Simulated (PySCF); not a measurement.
NaCl⁻: one state, many levels of theory

State: ²Σ⁺ (doublet), unpaired electrons σ ↑. Set-up: Na aug-cc-pVDZ-DK, Cl aug-cc-pVDZ-DK; spin-free X2C with a Gaussian nucleus (PySCF 2.14). De refers to Na + Cl⁻ in their ground configurations, without counterpoise correction. The functionals are run spin-unrestricted. A positive dipole points towards Cl; it is taken about the centre of mass and depends on that origin.

```csv
Level,Re (Å),ωe (cm⁻¹),De (eV),μ (D),"CPU s a point (SCF and correlation, without the integrals)"
UHF,2.539,264,n/a,5.05,0.17
UHF-MP2,2.545,253,1.29,n/a,0.28
UHF-SCS-MP2,2.546,253,1.28,n/a,n/a
UHF-CCSD,2.544,254,n/a,n/a,n/a
UHF-CCSD(T),2.547,253,n/a,n/a,7.2
PBE,2.530,256,1.26,4.47,0.58
BLYP,2.546,248,1.14,4.40,0.39
r²SCAN,2.516,266,1.32,4.54,0.68
B3LYP,2.529,256,1.19,4.23,0.65
PBE0,2.516,264,1.29,4.55,1
CAM-B3LYP,2.511,263,1.22,4.12,0.99
B2PLYP,2.528,258,1.23,4.51,0.6
```

**Question.** What does a quarter of exact exchange do here, going from PBE to PBE0?

**Answer.** PBE0 less PBE: -1.4 pm in Re, +3.1 % in ωe, +0.03 eV in De. Exact exchange removes part of the self-interaction that spreads semilocal densities, and in most molecules shortens and stiffens the bond and lowers De; here De goes the other way.

**Question.** What does the three-parameter hybrid form, with a fifth of exact exchange, do here, going from BLYP to B3LYP?

**Answer.** B3LYP less BLYP: -1.7 pm in Re, +3.2 % in ωe, +0.05 eV in De. Exact exchange removes part of the self-interaction that spreads semilocal densities, and in most molecules shortens and stiffens the bond and lowers De; here De goes the other way.

**Question.** What does second-order correlation do here, going from UHF to UHF-MP2?

**Answer.** UHF-MP2 less UHF: +0.6 pm in Re, -4.2 % in ωe. Correlation nearly always deepens the well. The bond lengthens, as in strong covalent bonds, where excitations into antibonding orbitals dominate.

Correlated steps freeze 6 core orbitals. Correlated levels converge slowly with the basis: in double zeta they bind strong bonds too weakly, by up to about 1 eV, and carry superposition errors of some tenths. For an ion De counts to the pair picked by the measured ionisation energies or electron affinities, which need not be the lowest pair at this level. The highest Kohn–Sham level is positive in this anion. Much of that is self-interaction error, but it also means that the finite basis helps to hold the extra electron. B2PLYP dipoles, levels and charges come from its SCF part alone. The state is the lowest determinant that a PBE0 search found; another state may lie lower at other levels.

The whole job (state search and all levels along the bond) took about 2.5 min on 1 thread of Oxide Virtual Turin-like (shared host), peak memory 0.67 GiB.
